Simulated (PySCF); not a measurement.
**Molecular orbitals of PO**

TPSSh at R = 1.498 Å; PySCF, no relativity, basis sets P aug-pcseg-1, O aug-pcseg-1. State: ²Π (doublet), unpaired electrons π ↑. Only the outer orbitals are listed, counted within each symmetry.

```csv
spin,orbital,occ.,ε (eV),on P (%),main shells (%)
α,5σ,1,-27.51,16,"80 O s, 10 P s"
α,6σ,1,-14.92,70,"68 P s, 17 O p, 13 O s"
α,2π,1,-10.70,26,"73 O p, 25 P p"
α,2π,1,-10.40,26,"73 O p, 24 P p"
α,7σ,1,-10.38,50,"47 O p, 28 P p, 20 P s"
α,3π,1,-5.34,80,"76 P p, 22 O p"
α,3π,0,-4.05,81,"77 P p, 21 O p"
β,5σ,1,-27.17,16,"80 O s, 9 P s"
β,6σ,1,-14.18,62,"60 P s, 24 O p, 14 O s"
β,2π,1,-10.28,24,"74 O p, 22 P p"
β,7σ,1,-9.95,57,"41 O p, 30 P p, 26 P s"
β,2π,1,-9.60,22,"77 O p, 20 P p"
β,3π,0,-3.76,82,"78 P p, 19 O p"
β,3π,0,-2.83,84,"81 P p, 16 O p"
```

Which are the highest filled and the lowest empty level, where do they sit, and how wide is the gap?

Highest filled α 3π at -5.34 eV (in %: 76 P p, 22 O p); lowest empty α 3π at -4.05 eV (in %: 77 P p, 21 O p); the gap at TPSSh is 1.29 eV. Both belong to one degenerate shell, split only by its one-sided filling, so this is no excitation gap.

* bond order (Mayer): 1.76
* ⟨S²⟩: 0.754
* charge on P (Mulliken, basis-dependent): 0.53
* charge on P (Löwdin, basis-dependent): 0.84
* dipole moment (positive dipole means P(−)O(+)): -1.92 D

The state is the lowest determinant that a PBE0 search found; another state may lie lower at other levels.
